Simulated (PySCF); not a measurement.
All numbers come from PBE0/[P def2-TZVP, S def2-TZVP, O def2-TZVP, H def2-TZVP], no relativity, density fitting, PySCF.

```xyz
4
charge 0 multiplicity 1, angstrom
P     0.2648    0.2739   -0.6278
S    -1.1508   -0.1832    0.5693
O     1.6865   -0.1305    0.0209
H     1.6011   -0.5335    0.8981
```

PS(OH) (singlet), along the line from P1 (at 0) through S2 (at 1.909 Å).

Question: Tabulate the fields along this line at -0.57, -0.48, -0.38, -0.29, -0.19, -0.10, 0.10, 0.19, 0.29, 0.38, 0.48, 0.57, 0.67, 0.76, 0.86, 0.95, 1.05, 1.15, 1.24, 1.34, 1.43, 1.53, 1.62, 1.72, 1.81, 2.00, 2.10, 2.20, 2.29, 2.39, 2.48, 2.58, 2.67, 2.77, 2.86, 2.96, 3.06 Å.

Answer: 
```
distance (Å)  electron density (e/Å³)  electron localisation function  electrostatic potential (V)
       -0.57                     1.07                          0.0834                         54.4
       -0.48                     2.08                           0.119                         79.9
       -0.38                     6.36                           0.556                          123
       -0.29                       22                           0.851                          209
       -0.19                     66.6                           0.821                          439
       -0.10                      180                           0.217                         1340
        0.10                      179                           0.216                         1340
        0.19                     65.9                           0.814                          440
        0.29                     21.9                           0.844                          210
        0.38                     6.45                           0.534                          123
        0.48                     2.26                           0.118                         80.2
        0.57                     1.33                           0.109                         54.8
        0.67                     1.18                           0.365                         38.5
        0.76                     1.18                           0.707                         28.2
        0.86                     1.22                           0.827                         22.3
        0.95                     1.27                           0.848                         20.3
        1.05                     1.33                           0.832                         21.9
        1.15                     1.41                           0.767                         27.5
        1.24                     1.48                           0.556                         38.2
        1.34                     1.59                           0.203                         55.9
        1.43                     2.18                          0.0816                         84.1
        1.53                     5.51                             0.3                          132
        1.62                     20.6                           0.804                          224
        1.72                     72.1                            0.84                          464
        1.81                      201                           0.235                         1420
        2.00                      202                           0.238                         1410
        2.10                     73.1                           0.845                          463
        2.20                     20.6                           0.805                          223
        2.29                     5.39                           0.297                          131
        2.39                     2.03                          0.0799                         83.6
        2.48                     1.36                           0.201                           55
        2.58                     1.12                            0.58                         36.6
        2.67                    0.902                           0.809                         24.4
        2.77                    0.696                           0.867                         16.3
        2.86                    0.516                           0.871                         10.9
        2.96                    0.372                           0.856                          7.3
        3.06                    0.264                           0.828                         4.86
```

On a grid of 0.10 Å the density has a local minimum along the bond near 0.67 Å from P, at 1.18 e/Å³, where the ELF is 0.36.
